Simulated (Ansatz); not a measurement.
Species: COS, charge 0, singlet. COS (SMILES S=C=O).
B3LYP-D3(BJ)/def2-TZVP minimum from Ansatz (a first-principles code):
```xyz
3

O      0.0000     0.0000    -1.6805
C      0.0000     0.0000    -0.5250
S      0.0000     0.0000     1.0371
```

Quantity: atomisation energy (electronic, to ground-state atoms), in kcal/mol. Radicals and triplets start from unrestricted determinants; spin-orbit coupling is neglected. CBS(X,Y): correlation extrapolated as X^-3, Hartree-Fock from the larger set (Q,5: extrapolated as (X+1)exp(-9√X)). A bracket is a step between two methods taken in the basis named. Functionals run without relativity, which enters their misses. '+ core + X2C': CCSD(T) terms for core correlation (cc-pwCVTZ, 1s frozen past Ne) and scalar relativity (cc-pVTZ-DK).

CCSD(T)/CBS(cc-pV(Q+d)Z,cc-pV(5+d)Z) + [CCSDT(Q) - CCSD(T)]/cc-pV(T+d)Z + [CCSDTQ - CCSDT(Q)]/cc-pV(D+d)Z + core + X2C (Ansatz) gives 335.7 kcal/mol.

**Question.** How far off this value is PBE/def2-TZVPD (Ansatz), in which direction, and which of these levels come nearer: r2SCAN/def2-TZVPD, B3LYP/def2-TZVPD, wB97M-V/def2-TZVPD, CCSD(T)/CBS(cc-pV(Q+d)Z,cc-pV(5+d)Z) + core + X2C?

**Answer.** PBE gives 359.3 kcal/mol, 23.6 kcal/mol above it. Differences of the others: r2SCAN/def2-TZVPD (Ansatz) 6.6; B3LYP/def2-TZVPD (Ansatz) -2.7; wB97M-V/def2-TZVPD (Ansatz) 1.5; CCSD(T)/CBS(cc-pV(Q+d)Z,cc-pV(5+d)Z) + core + X2C (Ansatz) -0.3 kcal/mol. Nearer than PBE: r2SCAN/def2-TZVPD, B3LYP/def2-TZVPD, wB97M-V/def2-TZVPD, CCSD(T)/CBS(cc-pV(Q+d)Z,cc-pV(5+d)Z) + core + X2C.
